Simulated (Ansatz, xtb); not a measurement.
# Two isomers of C4H6O2

Structure X: `C=C(C)C(=O)O`, a singlet. Structure Y: `C/C=C\OC=O`, a singlet. Both are isolated molecules in the gas phase, relaxed with PBE-D3(BJ)/def2-SVP; the shapes shown needn't be the lowest conformers.

X (Å):

```xyz
12

C    -1.5601    1.3282   -1.3443
C    -1.0138    0.5701   -0.3696
C    -1.1587    0.8423    1.1022
C    -0.2107   -0.6205   -0.8073
O    -0.0083   -0.9638   -1.9592
O     0.2907   -1.3103    0.2552
H    -1.4040    1.0586   -2.3999
H    -2.1622    2.2186   -1.1070
H    -0.1677    0.9825    1.5807
H    -1.7714    1.7457    1.2834
H    -1.6301   -0.0173    1.6214
H     0.7908   -2.0573   -0.1390
```

Y (Å):

```xyz
12

C    -1.9747   -1.0649    1.7272
C    -2.0790   -0.5477    0.3265
C    -1.0751   -0.0281   -0.4021
C     1.1873    0.5982   -0.6456
O     0.2027    0.0673    0.1334
O     1.0610    1.0023   -1.7763
H    -2.2802   -2.1318    1.7826
H    -2.6555   -0.5113    2.4089
H    -0.9442   -0.9775    2.1191
H    -3.0613   -0.5869   -0.1724
H    -1.1687    0.3478   -1.4313
H     2.1344    0.5935   -0.0513
```

Task: Estimate which is lower in electronic energy at CCSD(T)/def2-SVP + ΔMP2/def2-TZVPP, and by roughly how much.

Result: The CCSD(T)/def2-SVP + ΔMP2/def2-TZVPP calculation puts structure X lower, by 0.674 eV.

Level by level:

```csv
level,geometry,E(Y) − E(X) (eV),departure from the last row (eV),"job, with rough time for the two"
GFN2-xTB,GFN2-xTB,+0.251,−0.423,"optimisation, 0.13 s"
HF/STO-3G,GFN2-xTB,+0.145,−0.529,"single point, 0.3 s"
r2SCAN-D4/def2-SVP,GFN2-xTB,+0.637,−0.037,"single point, 2.8 s"
PBE-D3(BJ)/def2-SVP,PBE-D3(BJ)/def2-SVP,+0.563,−0.111,"optimisation, 12 s"
HF/def2-SVP,PBE-D3(BJ)/def2-SVP,+0.642,−0.032,part of the CCSD(T) run
MP2/def2-SVP,PBE-D3(BJ)/def2-SVP,+0.706,+0.032,part of the CCSD(T) run
CCSD(T)/def2-SVP,PBE-D3(BJ)/def2-SVP,+0.658,−0.016,single point
CCSD(T)/def2-SVP + ΔMP2/def2-TZVPP,PBE-D3(BJ)/def2-SVP,+0.674,,"single point, 37 s"
```

As drawn, Y has 1 C–O, 1 C–H in place of 1 C–C, 1 O–H.

The levels shown agree on the order. The largest departure from CCSD(T)/def2-SVP + ΔMP2/def2-TZVPP is that of HF/STO-3G, 0.529 eV. The last row adds to CCSD(T) the change of the MP2 difference between the two basis sets, here +0.016 eV.

With thermal terms from frequencies at re-optimised GFN2-xTB minima (ideal gas, soft modes damped towards free rotors, one conformer each, 298.15 K, 1 atm): on the last row, ΔE + ΔZPE = +0.666, ΔH = +0.669, ΔG = +0.654 eV.

The correlated steps freeze 6 core orbitals. Run with Ansatz 0.2.0, xtb 6.7.1; the last row on 4 threads of Arm Neoverse V1 on a shared host.
